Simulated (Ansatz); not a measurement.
What a trial cell of Ti2Br3 relaxes into

These are results of DFT PBE, scalar-relativistic, plane waves, PAW (Ansatz), not measurements. Cutoff 420 eV, Γ-centred k mesh, Gaussian smearing, collinear spin, first started from parallel moments.

The start puts Ti2Br3 on the A-type sesquioxide structure type (P-3m1, No. 164), with Ti in place of La, Br in place of O, at a guessed volume.

```
Ti Br
1.0
     4.40791    0.00000    0.00000
    -2.20396    3.81736    0.00000
     0.00000    0.00000    6.85799
Ti Br
2 3
Direct
  0.33333 0.66667 0.24500
  0.66667 0.33333 0.75500
  0.00000 0.00000 0.00000
  0.33333 0.66667 0.64500
  0.66667 0.33333 0.35500
```

Cell and atoms relax at zero pressure; the relaxation can't lower the symmetry of the start. After a coarse first stage the cell is made exact in the group found at 0.06 Å.

Formation energies are uncorrected and refer to the elements' standard structures at the same level.

(1) Describe the relaxed structure.

(2) What are its volume, energy, gap and moment?

## Answers

(1) It keeps P-3m1 (No. 164), but not the shape of the type it started on. Conventional cell: a = 3.353 Å, c = 12.026 Å. Ti is coordinated by 3 Br at 2.59 Å, 3 Br at 2.87 Å and 6 Ti at 3.35 Å; Br on Wyckoff site a (1 atom of the primitive cell) has 6 Ti at 2.87 Å and 6 Br at 3.35 Å; Br on Wyckoff site d (2 atoms of the primitive cell) has 3 Ti at 2.59 Å.

```xyz
5
Lattice="3.3532 0.0000 0.0000 -1.6766 2.9039 0.0000 0.0000 0.0000 12.0263" Properties=species:S:1:pos:R:3 pbc="T T T"
Ti    0.0000    1.9360    2.1141
Ti    1.6766    0.9680    9.9123
Br    0.0000    0.0000    0.0000
Br    0.0000    1.9360    8.1953
Br    1.6766    0.9680    3.8311
```

(2) The volume per atom is 23.4 Å³. The density is 4.8 g/cm³ and the energy over the elements is -0.68 eV/atom. The gap on the 12×12×4 mesh is 0 eV (a metal), the net moment per atom is 0.11 μB and the largest site moment is 0.18 μB.

The final run used a 12×12×4 mesh on its 5-atom cell and 0.10 eV smearing. The k mesh leaves about 4 meV/atom of noise in metals. Weakly bound directions are ill-defined at this level, which has no dispersion term. A structure relaxed within its symmetry needn't be a true minimum. The steps took roughly 14 core-minutes in all.